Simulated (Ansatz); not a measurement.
Two members of one family ((X3Si)2Y), computed with Ansatz in the gas phase. The two geometries come from different levels. A negative affinity means that the extra electron isn't bound at that geometry and level; within about 0.2 eV of zero the sign isn't settled. Binding counts from free atoms in the multiplicity of their measured ground term, without zero-point energy. A dash marks a value that wasn't run or was left out as unsound. The structures are stationary points that may keep the symmetry of their start. Remarks come from the PBE and PBE0 runs and from stability tests at other levels; not every state was tested. A HOMO above zero means that the electron is unbound at that level and held by the basis, or that self-interaction error raises the level; the energy of removing that electron tells which.

First: (H3Si)2NH (singlet, charge 0, B3LYP-D4/def2-TZVP geometry).

Cartesian coordinates in Å:
```
Si 1.375 0.284 0.697
H 1.563 1.156 1.884
H 1.378 -1.137 1.103
H 2.528 0.523 -0.210
N -0.152 0.609 -0.050
Si -1.325 -0.504 -0.670
H -2.692 -0.083 -0.275
H -1.017 -1.835 -0.105
H -1.307 -0.599 -2.152
H -0.351 1.586 -0.222
```

```csv
level,HOMO (eV),LUMO (eV),gap (eV),vertical EA (eV),binding per atom (eV)
PBE-D4/def2-TZVPD,-6.21,-1.07,5.14,-0.78,3.17
r2SCAN-D4/def2-TZVPD,-6.49,-0.58,5.91,-0.96,3.19
B97M-V/def2-TZVP,-6.65,-0.80,5.85,–,3.21
PBE0-D4/def2-SVP,-7.37,0.46,7.83,–,3.13
ωB97M-V/def2-TZVP,-9.80,1.53,11.33,–,3.22
```

Remarks: HOMO above zero (-1 doublet).

Second: (H3Si)2CH2 (singlet, charge 0, PBE-D4/def2-SVP geometry).

```xyz
11

Si   -0.142   -0.644   -1.470
H    -0.783   -1.881   -2.039
H     1.329   -0.681   -1.785
H    -0.741    0.560   -2.148
C    -0.407   -0.534    0.402
Si    0.393    0.972    1.223
H     1.885    0.937    1.027
H    -0.136    2.240    0.608
H     0.106    1.003    2.701
H    -0.004   -1.456    0.875
H    -1.500   -0.516    0.606
```

**Question.** What does the change do? Estimate second minus first.

**Answer.** 
```csv
level,Δ HOMO (eV),Δ LUMO (eV),Δ gap (eV),Δ vertical EA (eV),Δ binding per atom (eV)
PBE-D4/def2-TZVPD,-1.34,0.25,1.59,-0.10,0.10
r2SCAN-D4/def2-TZVPD,-1.34,0.28,1.62,-0.09,0.11
B97M-V/def2-TZVP,-1.32,0.27,1.59,–,0.10
PBE0-D4/def2-SVP,-1.42,0.21,1.63,–,0.14
ωB97M-V/def2-TZVP,-1.16,0.19,1.35,–,0.09
```

Remarks: HOMO above zero (-1 doublet).
